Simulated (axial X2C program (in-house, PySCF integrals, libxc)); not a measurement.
**Working with the constants of BN⁻**

A bond curve at the PBE0 level, with spin–orbit coupling, was computed with an axial X2C code built on PySCF integrals (basis N dyall-av3z [7s7p3d2f], B dyall-av3z [8s7p3d2f] (cores contracted in-house)) for the state Ω = 1/2 (⟨Sz⟩ = 0.50, ⟨Lz⟩ = 0.00 at PBE0). Its fit gives Re = 1.2729 Å, ωe = 1741.2 cm⁻¹, ωexe = 11 cm⁻¹ and αe = 1.547e-02 cm⁻¹; the masses are 14.0031 and 11.0093 u. Two-component means X2C with spin–orbit coupling and atomic mean-field Coulomb and Gaunt terms.

(1) Find the reduced mass, Be and the force constant.

(2) A Morse curve ties αe to the other constants (Pekeris). How well does that hold?

(3) Estimate De from a Morse curve and compare with the computed well depth of 7.250 eV to N + B-.

(4) Estimate the centrifugal constant by the Kratzer relation.

(5) Where do the fundamental and the first overtone lie?

The state is one determinant whose occupation by symmetry is held fixed; it was picked as the lowest of a PBE0 search that is not exhaustive. Dissociation energies refer to the lowest single-determinant-based atoms at the same level and basis. Density functionals use the spin component along the axis (collinear). In 2c an atomic determinant is not the ground J level, so De misses part of the atomic spin–orbit lowering. This holds for PBE0. The functionals have no current-density term, which raises determinants with orbital currents, atoms included.

Results:

(1) From the PBE0 values: μ = 6.1635 u. Be = 16.8576/(μ Re²) = 1.688 cm⁻¹. k = 5.8918×10⁻⁷ μ ωe² = 11 mdyn/Å.

(2) αe(Morse) = 6Be²/ωe × (√(ωexe/Be) − 1) = 1.525e-02 cm⁻¹; the PBE0 curve gives 1.547e-02 cm⁻¹, a ratio of 0.99.

(3) De(Morse) = ωe²/(4ωexe) = 8.543 eV against 7.250 eV computed, a ratio of 1.18. The extrapolation overshoots: the well softens faster than a Morse curve, or the lowest atomic limit lies below the one to which the curve heads.

(4) D = 4Be³/ωe² = 6.35e-06 cm⁻¹.

(5) ν(1←0) = ωe − 2ωexe = 1719.2 cm⁻¹; ν(2←0) = 2ωe − 6ωexe = 3416.4 cm⁻¹.
